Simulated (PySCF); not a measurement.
`P#C/C=C/C`, C₄H₅P

Cartesian coordinates in Å; atom numbers follow the order of the lines, from 1:
```xyz
10

C    -1.722   -0.127    0.042
C    -0.281   -0.488    0.074
C     0.734    0.377   -0.138
C     2.104    0.022   -0.105
P     3.613   -0.344   -0.074
H    -1.875    0.939   -0.180
H    -2.259   -0.720   -0.718
H    -2.206   -0.354    1.007
H    -0.029   -1.534    0.285
H     0.504    1.430   -0.351
```

Computed, not measured: quadratic response PBE0/def2-SVPD first hyperpolarisability, Taylor convention, gas phase (PySCF). Geometry: PBE0-D3(BJ)/def2-SVP.

(1) What is the first hyperpolarisability, and how does it disperse?

(2) Which lowest excitations, dipole and polarisabilities go with it?

## Answers

(1) In 10⁻³⁰ esu, Taylor convention; the vector part is βᵢ = ⅓ Σⱼ (βᵢⱼⱼ + βⱼᵢⱼ + βⱼⱼᵢ); β∥ is 3/5 of the vector part along the dipole, the dipole points from − to +:
| process | λ (nm) | β vector norm | β∥ | β HRS | depolarisation ratio |
| --- | --- | --- | --- | --- | --- |
| static β(0;0,0) | ∞ | 4.23 | 2.52 | 1.69 | 5.75 |
| second harmonic β(−2ω;ω,ω) | 1064 | 5.44 | 3.24 | 2.17 | 5.59 |
| Pockels β(−ω;ω,0) | 1064 | 4.58 | 2.73 | – | – |
| second harmonic β(−2ω;ω,ω) | 800 | 6.95 | 4.15 | 2.79 | 5.38 |
| Pockels β(−ω;ω,0) | 800 | 4.87 | 2.90 | – | – |

(2) S1 3.94 eV (f = 0.000); S2 4.20 eV (f = 0.000); S3 4.25 eV (f = 0.168); dipole 2.22 D; isotropic α 82.6 au static, 84.3 au at 1064 nm, 85.7 au at 800 nm, 90.6 au at 532 nm, 100.3 au at 400 nm.
